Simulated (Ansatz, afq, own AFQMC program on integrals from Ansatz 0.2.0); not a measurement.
# H₂S (triplet): AFQMC on the coupled-cluster ladder at distance H1–H2 along a hydrogen transfer = 1.012 Å, cc-pVTZ

Aim: compute H₂S (triplet) with auxiliary-field quantum Monte Carlo on the same integrals as coupled cluster, and set the energies side by side.

Computed with Ansatz 0.2.0, Gaussian basis, and an in-house AFQMC program (afq) on its integrals; all values are calculated. Level: cc-pVTZ, frozen cores.

To be run: PBE (unrestricted); r2SCAN (unrestricted); PBE0 (unrestricted); B3LYP (unrestricted); wB97M-V (unrestricted); CCSD(T) on UHF; B2PLYP (unrestricted); CCSDT(Q) on UHF; Phaseless AFQMC, CISD trial on UHF.

## 1. The system

The geometry derives from fragments relaxed apart (PBE0/def2-TZVP) and kept rigid, so it is no stationary point. A hydrogen atom is moved between rigid fragments.

3 atoms, charge 0, spin multiplicity 3.

Atoms are counted from 1 here; the program's logs count them from 0.

Bond lengths: H2–S3 1.380 Å.

## 2. PBE (unrestricted)

File in.yaml:

```yaml
crystal:
  periodic: [false, false, false]
  atoms:
    - {symbol: H, position_ang: [0.000000, 0.000000, -1.134667]}
    - {symbol: H, position_ang: [0.000000, 0.000000, -0.122667]}
    - {symbol: S, position_ang: [0.000000, 0.000000, 1.257333]}
basis:
  gaussian: {orbitals: cc-pVTZ}
magnetization: {spin_polarized: true, initial_magnetization: 2}
hamiltonian: {xc: {name: PBE}}
output: {orbitals: {seedname: orbitals}}
```

Command:

```console
> ansatz run in.yaml --threads 1 --pin off --events-out ev --progress --plain --max-ram 8192MiB --backend cpu
```

The log of the run:

```text
Functional definition: PBE
  name "PBE"
  cite "Perdew, Burke & Ernzerhof, Phys. Rev. Lett. 77, 3865 (1996) doi:10.1103/PhysRevLett.77.3865"
  parent pbe
  parameter kappa = 0.804
  parameter beta = 0.06672455060314922
  exchange = pbe_x(kappa = kappa, mu = beta*pi^2/3)
  correlation = pbe_c(beta = beta)
388 factors; their error is unknown
mean field evaluation 1: about -10859.1249 eV, gradient 8.3e0 eV
mean field evaluation 2: about -10859.2993 eV, gradient 7.4e0 eV
mean field evaluation 4: about -10859.6682 eV, gradient 7.6e-1 eV
mean field evaluation 8: about -10859.6560 eV, gradient 1.2e-1 eV
mean field evaluation 16: about -10859.3993 eV, gradient 6.1e0 eV
mean field evaluation 32: about -10857.7090 eV, gradient 1.9e0 eV
mean field -10859.65605190 eV, -399.0849989679 hartree, gradient 5.1e-6 eV, S^2 2.006662; 4 other end points of the search recorded, 0 dependent functions left out
reference -10859.65607771 eV, -399.0849999167 hartree; 10, 8 occupied and 52, 54 virtual orbitals, 388 factors
Total energy: -10859.65607771 eV, -399.0849999167 hartree
```

Wall time 1.4 s (1 thread of AMD EPYC 7R13 (Zen 3), shared host); peak memory 1.6 GiB.

From the report: ⟨S²⟩ of the determinant 2.007 (pure triplet: 2.00).

## 3. r2SCAN (unrestricted)

Edit in.yaml of step 2 so:

```diff
@@ -9,3 +9,2 @@
 magnetization: {spin_polarized: true, initial_magnetization: 2}
-hamiltonian: {xc: {name: PBE}}
-output: {orbitals: {seedname: orbitals}}
+hamiltonian: {xc: {name: r2SCAN}}
```

Launched as before.

The log of the run:

```text
Functional definition: r2SCAN
  name "r2SCAN"
  cite "Furness, Kaplan, Ning, Perdew & Sun, J. Phys. Chem. Lett. 11, 8208 (2020) doi:10.1021/acs.jpclett.0c02405"
  cite "Furness, Kaplan, Ning, Perdew & Sun, J. Phys. Chem. Lett. 11, 9248 (2020) doi:10.1021/acs.jpclett.0c03077"
  parent r2scan
  parameter k0 = 0.174
  parameter k1 = 0.065
  parameter a1 = 4.9479
  exchange = r2scan_x(k0 = k0, k1 = k1, a1 = a1)
  correlation = r2scan_c
388 factors; their error is unknown
mean field evaluation 1: about -10863.2558 eV, gradient 7.5e0 eV
mean field evaluation 2: about -10863.5166 eV, gradient 5.7e0 eV
mean field evaluation 4: about -10863.7322 eV, gradient 7.4e-1 eV
mean field evaluation 8: about -10863.7188 eV, gradient 1.2e-1 eV
mean field evaluation 16: about -10863.3681 eV, gradient 6.8e0 eV
mean field -10863.71883063 eV, -399.2343033325 hartree, gradient 7.2e-5 eV, S^2 2.011758; 1 other end points of the search recorded, 0 dependent functions left out
reference -10863.71883965 eV, -399.2343036640 hartree; 10, 8 occupied and 52, 54 virtual orbitals, 388 factors
Total energy: -10863.71883965 eV, -399.2343036640 hartree
```

It took 1.6 s on 1 thread of AMD EPYC 7R13 (Zen 3), shared host; peak memory 1.6 GiB.

From the report: ⟨S²⟩ of the determinant 2.012 (pure triplet: 2.00).

## 4. PBE0 (unrestricted)

Edit in.yaml of step 3 so:

```diff
@@ -9,2 +9,3 @@
 magnetization: {spin_polarized: true, initial_magnetization: 2}
-hamiltonian: {xc: {name: r2SCAN}}
+hamiltonian: {xc: {name: PBE0}}
+output: {orbitals: {seedname: orbitals}}
```

The command is unchanged.

The log of the run:

```text
Functional definition: PBE0
  name "PBE0"
  cite "Adamo & Barone, J. Chem. Phys. 110, 6158 (1999) doi:10.1063/1.478522"
  cite "Perdew, Burke & Ernzerhof, Phys. Rev. Lett. 77, 3865 (1996) doi:10.1103/PhysRevLett.77.3865"
  parent pbe
  parameter a = 0.25
  parameter kappa = 0.804
  parameter beta = 0.06672455060314922
  exchange = (1 - a)*pbe_x(kappa = kappa, mu = beta*pi^2/3) + a*exact_x
  correlation = pbe_c(beta = beta)
404 factors; their error is unknown
mean field evaluation 1: about -10860.2455 eV, gradient 5.9e0 eV
mean field evaluation 2: about -10860.4848 eV, gradient 3.2e0 eV
mean field evaluation 4: about -10860.5593 eV, gradient 3.1e-1 eV
mean field evaluation 8: about -10860.5719 eV, gradient 1.0e-1 eV
mean field evaluation 16: about -10860.5719 eV, gradient 6.4e-6 eV
mean field -10860.57190227 eV, -399.1186558485 hartree, gradient 6.4e-6 eV, S^2 2.011095; 0 other end points of the search recorded, 0 dependent functions left out
reference -10860.57192210 eV, -399.1186565770 hartree; 10, 8 occupied and 52, 54 virtual orbitals, 404 factors
Total energy: -10860.57192210 eV, -399.1186565770 hartree
```

It took 0.6 s on 1 thread of AMD EPYC 7R13 (Zen 3), shared host; peak memory 1.6 GiB.

From the report: ⟨S²⟩ of the determinant 2.011 (pure triplet: 2.00).

## 5. B3LYP (unrestricted)

Edit in.yaml of step 4 so:

```diff
@@ -9,3 +9,2 @@
 magnetization: {spin_polarized: true, initial_magnetization: 2}
-hamiltonian: {xc: {name: PBE0}}
-output: {orbitals: {seedname: orbitals}}
+hamiltonian: {xc: {name: B3LYP}}
```

Same command.

The log of the run:

```text
Functional definition: B3LYP
  name "B3LYP"
  cite "Stephens, Devlin, Chabalowski & Frisch, J. Phys. Chem. 98, 11623 (1994) doi:10.1021/j100096a001"
  cite "Becke, Phys. Rev. A 38, 3098 (1988) doi:10.1103/PhysRevA.38.3098"
  cite "Lee, Yang & Parr, Phys. Rev. B 37, 785 (1988) doi:10.1103/PhysRevB.37.785"
  cite "Vosko, Wilk & Nusair, Can. J. Phys. 58, 1200 (1980) doi:10.1139/p80-159"
  parameter a0 = 0.2
  parameter ax = 0.72
  parameter ac = 0.81
  exchange = (1 - a0 - ax)*slater_x + ax*b88_x + a0*exact_x
  correlation = (1 - ac)*vwn_rpa_c + ac*lyp_c
404 factors; their error is unknown
mean field evaluation 1: about -10864.7315 eV, gradient 6.4e0 eV
mean field evaluation 2: about -10864.9628 eV, gradient 4.1e0 eV
mean field evaluation 4: about -10865.0698 eV, gradient 3.0e-1 eV
mean field evaluation 8: about -10865.0768 eV, gradient 1.0e-1 eV
mean field -10865.07685181 eV, -399.2842096902 hartree, gradient 3.3e-5 eV, S^2 2.008668; 0 other end points of the search recorded, 0 dependent functions left out
reference -10865.07701876 eV, -399.2842158259 hartree; 10, 8 occupied and 52, 54 virtual orbitals, 404 factors
Total energy: -10865.07701876 eV, -399.2842158259 hartree
```

Run time: 0.63 s. Hardware: 1 thread of AMD EPYC 7R13 (Zen 3), shared host; peak memory 1.6 GiB.

From the report: ⟨S²⟩ of the determinant 2.009 (pure triplet: 2.00).

## 6. wB97M-V (unrestricted)

Edit in.yaml of step 5 so:

```diff
@@ -9,2 +9,3 @@
 magnetization: {spin_polarized: true, initial_magnetization: 2}
-hamiltonian: {xc: {name: B3LYP}}
+hamiltonian: {xc: {name: wB97M-V}}
+output: {orbitals: {seedname: orbitals}}
```

Same command.

The log of the run, shortened:

```text
Functional definition: wB97M-V
  name "wB97M-V"
  cite "Mardirossian & Head-Gordon, J. Chem. Phys. 144, 214110 (2016) doi:10.1063/1.4952647"
  cite "Becke, J. Chem. Phys. 107, 8554 (1997) doi:10.1063/1.475007"
  cite "Vydrov & Van Voorhis, J. Chem. Phys. 133, 244103 (2010) doi:10.1063/1.3521275"
  # Of w^i u^j: cxij and so on, Table III.
[...]
  gx(w, u) = 1 - cx + cx01*u + cx10*w
  gss(w, u) = css00 + css04*u^4 + css10*w + css20*w^2 + css43*w^4*u^3
  gos(w, u) = cos00 + cos10*w + (cos20 + cos21*u)*w^2 + (cos60 + cos61*u)*w^6
[...]
      + integral(e_c_pw_mod_opposite_spin*gos(b97_w_opposite, b97_u_opposite)) + vv10(b, c)
395 factors; their error is unknown
86 factors; integrals over basis functions are off by at most 5.1e-5 eV
[...]
mean field -10863.36683571 eV, -399.2213677578 hartree, gradient 6.8e-5 eV, S^2 2.007735; 0 other end points of the search recorded, 0 dependent functions left out
reference -10863.36686468 eV, -399.2213688224 hartree; 10, 8 occupied and 52, 54 virtual orbitals, 395 factors
Total energy: -10863.36686468 eV, -399.2213688224 hartree
```

Run time: 2.1 s. Hardware: 1 thread of AMD EPYC 7R13 (Zen 3), shared host; peak memory 1.6 GiB.

From the report: ⟨S²⟩ of the determinant 2.008 (pure triplet: 2.00).

## 7. CCSD(T) on UHF

Edit in.yaml of step 6 so:

```diff
@@ -9,3 +9,2 @@
 magnetization: {spin_polarized: true, initial_magnetization: 2}
-hamiltonian: {xc: {name: wB97M-V}}
-output: {orbitals: {seedname: orbitals}}
+correlation: {method: ccsd_t, electrons: outside_noble_gas, hamiltonian_folder: ham}
```

Command:

```console
> ansatz run in.yaml --threads 1 --pin off --events-out ev --progress --plain --max-ram 24576MiB --backend cuda --devices 0, --max-vram 18GiB
```

The log of the run, shortened:

```text
Functional definition: HF
  name "HF"
  cite "Fock, Z. Phys. 61, 126 (1930) doi:10.1007/BF01340294"
  parent pbe
[...]
347 factors; integrals over basis functions are off by at most 1.1e-3 eV
[...]
mean field -10846.04377128 eV, -398.5847568820 hartree, gradient 8.7e-6 eV, S^2 2.035355; 3 other end points of the search recorded, 0 dependent functions left out
determinant -10846.04377128 eV, -398.5847568820 hartree, with singles and doubles -10851.25415532 eV, -398.7762349638 hartree
determinant -10843.97893430 eV, -398.5088755226 hartree, with singles and doubles -10849.22220198 eV, -398.7015620559 hartree
5 core orbitals not correlated: weight in the atoms' cores, before any rotation towards them, 1.000 or more for the frozen orbitals, at most 0.000 for the correlated occupied ones
reference -10846.04377128 eV, -398.5847568820 hartree; 5, 3 occupied and 52, 54 virtual orbitals, 347 factors
second order -4.41777268 eV of doubles, -0.00000000 eV of singles
cycle   1  -5.16157534 eV  change   -2.7e-1 eV  update   1.3e-2
[...]
cycle   8  -5.17192378 eV  change   -1.3e-6 eV  update   7.8e-6
perturbative correction -0.19029085 eV, -0.0069930599 hartree
Total energy: -10851.40598591 eV, -398.7818146352 hartree
```

It took 6.5 s on 1 × NVIDIA H100 80GB HBM3 with 1 thread of AMD EPYC 7R13 (Zen 3), shared host; peak host memory 1.6 GiB.

From the report: ⟨S²⟩ of the determinant 2.035 (pure triplet: 2.00); correlation -5.3622 eV; T1 0.016; largest double amplitude 0.05.

This run also writes the integrals to the folder ham.

## 8. B2PLYP (unrestricted)

Edit in.yaml of step 7 so:

```diff
@@ -9,2 +9,3 @@
 magnetization: {spin_polarized: true, initial_magnetization: 2}
-correlation: {method: ccsd_t, electrons: outside_noble_gas, hamiltonian_folder: ham}
+hamiltonian: {xc: {name: B2PLYP}}
+correlation: {electrons: outside_noble_gas}
```

Command:

```console
> ansatz run in.yaml --threads 1 --pin off --events-out ev --progress --plain --max-ram 8192MiB --backend cpu
```

The log of the run, shortened:

```text
Functional definition: B2PLYP
  name "B2PLYP"
  cite "Grimme, J. Chem. Phys. 124, 034108 (2006) doi:10.1063/1.2148954"
  cite "Becke, Phys. Rev. A 38, 3098 (1988) doi:10.1103/PhysRevA.38.3098"
  cite "Lee, Yang & Parr, Phys. Rev. B 37, 785 (1988) doi:10.1103/PhysRevB.37.785"
[...]
347 factors; integrals over basis functions are off by at most 1.1e-3 eV
[...]
mean field -10859.37778198 eV, -399.0747727370 hartree, gradient 1.6e-6 eV, S^2 2.017371; 0 other end points of the search recorded, 0 dependent functions left out
5 core orbitals not correlated: weight in the atoms' cores, before any rotation towards them, 1.000 or more for the frozen orbitals, at most 0.000 for the correlated occupied ones
reference -10859.37788901 eV, -399.0747766705 hartree; 5, 3 occupied and 52, 54 virtual orbitals, 347 factors
second order -5.49868716 eV of doubles, -0.00000000 eV of singles
Total energy: -10860.86253455 eV, -399.1293363875 hartree
```

Wall time 0.91 s (1 thread of AMD EPYC 7R13 (Zen 3), shared host); peak memory 1.6 GiB.

From the report: ⟨S²⟩ of the determinant 2.017 (pure triplet: 2.00).

## 9. CCSDT(Q) on UHF

Edit in.yaml of step 8 so:

```diff
@@ -9,3 +9,2 @@
 magnetization: {spin_polarized: true, initial_magnetization: 2}
-hamiltonian: {xc: {name: B2PLYP}}
-correlation: {electrons: outside_noble_gas}
+correlation: {method: ccsdt_q, electrons: outside_noble_gas}
```

Command:

```console
> ansatz run in.yaml --threads 1 --pin off --events-out ev --progress --plain --max-ram 24576MiB --backend cuda --devices 0, --max-vram 18GiB
```

The log of the run, shortened:

```text
Functional definition: HF
  name "HF"
  cite "Fock, Z. Phys. 61, 126 (1930) doi:10.1007/BF01340294"
  parent pbe
[...]
676 factors; integrals over basis functions are off by at most 1.9e-7 eV
[...]
mean field -10846.04377287 eV, -398.5847569404 hartree, gradient 9.7e-6 eV, S^2 2.035355; 3 other end points of the search recorded, 0 dependent functions left out
determinant -10846.04377287 eV, -398.5847569404 hartree, with singles and doubles -10851.25417242 eV, -398.7762355921 hartree
determinant -10843.97893024 eV, -398.5088753735 hartree, with singles and doubles -10849.22221978 eV, -398.7015627099 hartree
5 core orbitals not correlated: weight in the atoms' cores, before any rotation towards them, 1.000 or more for the frozen orbitals, at most 0.000 for the correlated occupied ones
reference -10846.04377287 eV, -398.5847569404 hartree; 5, 3 occupied and 52, 54 virtual orbitals, 676 factors
second order -4.41779197 eV of doubles, -0.00000000 eV of singles
cycle   1  -4.94909804 eV  change   -5.3e-1 eV  update   6.3e-2
[...]
cycle  16  -5.38779306 eV  change    1.1e-7 eV  update   9.1e-8
perturbative correction -0.00713366 eV, -0.0002621573 hartree
Total energy: -10851.43869959 eV, -398.7830168406 hartree
```

Run time: 10 s. Hardware: 1 × NVIDIA H100 80GB HBM3 with 1 thread of AMD EPYC 7R13 (Zen 3), shared host; peak host memory 1.6 GiB.

From the report: ⟨S²⟩ of the determinant 2.035 (pure triplet: 2.00); correlation -5.3949 eV; T1 0.017; largest double amplitude 0.06.

## 10. Phaseless AFQMC, CISD trial on UHF

It reads the integrals that the CCSD(T) run on this determinant wrote.

Command:

```console
> afq ham --method phaseless --trial cisd --walkers 4000 --populations 20 --least-time 60 --time-step 0.005 --steps-per-block 50 --equilibration-blocks 28 --max-blocks 4000 --target-error 0.00017 --factor-cut 1e-05 --start spin_pure --seed 452 --release-times 0.24,0.51,0.99,1.62,2.4 --release-step 0.03 --release-every 3 --taylor-order 6
```

The log of the run:

```text
orbitals 57  electrons 5 3  factors 341 of 347
reference energy -398.58475688 Eh
CCSD correlation -0.19006478 Eh in 11 cycles, weight of the determinant in the CISD state 0.9085
energy of the start -398.773999 Eh
 block  time / (1/Eh)  mean weight  energy / Eh
     1     0.250  1.0004  -398.773608
     2     0.500  1.0002  -398.775713
     3     0.750  1.0000  -398.777642
     4     1.000  0.9999  -398.779230
     5     1.250  0.9999  -398.780623
     6     1.500  0.9999  -398.781105
     7     1.750  0.9999  -398.781486
     8     2.000  0.9997  -398.781698
     9     2.250  1.0000  -398.782100
    10     2.500  1.0001  -398.782201
    11     2.750  1.0002  -398.782123
    12     3.000  1.0001  -398.781916
    13     3.250  1.0001  -398.782428
    14     3.500  0.9998  -398.782944
    15     3.750  0.9999  -398.782811
    16     4.000  0.9999  -398.782669
    17     4.250  0.9998  -398.783295
    18     4.500  1.0001  -398.782919
    19     4.750  0.9998  -398.783049
    20     5.000  0.9995  -398.782536
    21     5.250  0.9999  -398.782703
    22     5.500  0.9999  -398.782972
    23     5.750  0.9999  -398.782820
    24     6.000  1.0000  -398.782752
    25     6.250  1.0003  -398.782737
    26     6.500  1.0002  -398.782700
    27     6.750  1.0002  -398.782531
    28     7.000  1.0001  -398.782488
    29     7.250  0.9999  -398.782669
    30     7.500  1.0001  -398.782622
    31     7.750  0.9998  -398.782711
    32     8.000  1.0003  -398.782459
    33     8.250  0.9999  -398.782328
    34     8.500  1.0000  -398.782699
    35     8.750  0.9998  -398.782742
    36     9.000  1.0002  -398.782664
    37     9.250  0.9999  -398.782831
    38     9.500  1.0001  -398.782782
    39     9.750  0.9999  -398.782301
    40    10.000  1.0001  -398.782635
    41    10.250  1.0001  -398.782690
    42    10.500  1.0001  -398.782717
    43    10.750  1.0002  -398.782542
    44    11.000  0.9999  -398.782551
    45    11.250  1.0000  -398.782617
    46    11.500  1.0000  -398.782322
    47    11.750  1.0000  -398.782260
    48    12.000  1.0000  -398.782544
    49    12.250  1.0004  -398.782558
    50    12.500  1.0000  -398.782784
    51    12.750  1.0001  -398.782723
    52    13.000  0.9998  -398.782811
    53    13.250  0.9998  -398.782700
    54    13.500  1.0001  -398.782523
    55    13.750  0.9999  -398.782610
    56    14.000  1.0001  -398.782307
    57    14.250  0.9996  -398.782124
    58    14.500  1.0002  -398.782455
    59    14.750  1.0002  -398.782373
    60    15.000  0.9999  -398.783160
    61    15.250  1.0000  -398.783047
    62    15.500  0.9997  -398.782424
    63    15.750  1.0002  -398.782302
    64    16.000  1.0000  -398.782433
    65    16.250  1.0000  -398.783079
    66    16.500  0.9999  -398.782916
    67    16.750  1.0000  -398.782920
    68    17.000  0.9999  -398.782769
    69    17.250  0.9999  -398.782894
    70    17.500  0.9998  -398.783486
    71    17.750  1.0000  -398.782961
    72    18.000  1.0003  -398.782896
    73    18.250  1.0001  -398.782957
    74    18.500  1.0001  -398.782705
    75    18.750  0.9996  -398.782730
    76    19.000  1.0000  -398.783013
    77    19.250  1.0002  -398.782970
    78    19.500  1.0001  -398.782586
error from the spread of 20 populations
released: time / (1/Eh)  energy / Eh  error  mean overlap
  0.24  -398.782844  0.000051  1.0008
  0.51  -398.782896  0.000057  1.0002
  0.99  -398.783015  0.000072  0.9938
  1.62  -398.782947  0.000099  0.9927
  2.40  -398.783169  0.000085  0.9880
energy -398.782678 +/- 0.000063 Eh
```

Run time: 67 s. Hardware: 1 × NVIDIA H100 80GB HBM3 with 2 threads of AMD EPYC 7R13 (Zen 3), shared host; peak host memory 1.6 GiB.

Energy -10851.4295 ± 0.0017 eV. Caveats: constraint bias not in the error.

## 11. All levels side by side

On the UHF determinant, counted from CCSDT(Q) (a yardstick, not exact):

```
                                                level  energy (eV)  from CCSDT(Q) (meV)  statistical error (meV)  time
                                                   HF  -10846.0438              +5394.9                               
                                                  MP2  -10850.4615               +977.2                               
                                                 CCSD  -10851.2157               +223.0                               
                                              CCSD(T)  -10851.4060                +32.7                               
                                             CCSDT(Q)  -10851.4387                  0.0                               
Phaseless AFQMC, CISD trial, step 0.005, 4000 walkers  -10851.4295                 +9.2                      1.7  67 s
```

The functionals' totals stand on their own zeros and serve differences with other points: PBE -10859.656 eV; r2SCAN -10863.719 eV; PBE0 -10860.572 eV; B3LYP -10865.077 eV; wB97M-V -10863.367 eV; B2PLYP -10860.863 eV.

## 12. Results

| quantity | value |
| --- | --- |
| CCSD(T) on UHF from CCSDT(Q) | +32.7 meV |
| Phaseless AFQMC, CISD trial on UHF from CCSDT(Q) | +9.2 ± 1.7 meV |

In words: On UHF the phaseless walk with the CISD trial lies +9.2 meV from CCSDT(Q), 5 times its error bar. Error bars are statistical and leave out the constraint, the time step and what remains of the start.
